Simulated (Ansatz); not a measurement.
Compare A (`C=C=CCC`) with its isomer B (`CC1=CC1C`).

Calculated with Ansatz (gas phase, PBE0-D4/def2-TZVP geometries, no zero-point term in ΔE). CCSD(T)/CBS is the MP2 limit (def2-TZVPP, def2-QZVPP) plus CCSD(T) − MP2 in def2-TZVPP, frozen cores. DFT in def2-TZVPP. B3LYP here is the variant with VWN-RPA as its local correlation; programs differ in this. One conformer a species, not always the lowest.

(1) Which isomer does CCSD(T)/CBS put lower? Give the gap. (Best estimate.)

(2) Give E(B) − E(A) in kJ/mol with MP2/def2-TZVPP, B3LYP, PBE-D4, CCSD/def2-TZVPP, PBE0-D4, HF/def2-TZVPP, ωB97M-V. (Best estimate.)

Largest T1 diagnostic: 0.011.

Results:

(1) Ansatz gave: A, by 69.1 kJ/mol.

(2) Computed: MP2/def2-TZVPP 55.9, B3LYP 81.2, PBE-D4 64.1, CCSD/def2-TZVPP 70.6, PBE0-D4 58.2, HF/def2-TZVPP 82.9, ωB97M-V 66.8. None reverses the order clearly.

In def2-TZVPP, CCSD(T) changes the Hartree–Fock value by −12.5 kJ/mol (the triples alone add −0.2 kJ/mol) and MP2 by −27.0 kJ/mol. From PBE to PBE0 (25 % exact exchange), in def2-TZVPP and without D4, E(B) − E(A) moves by −6.1 kJ/mol.
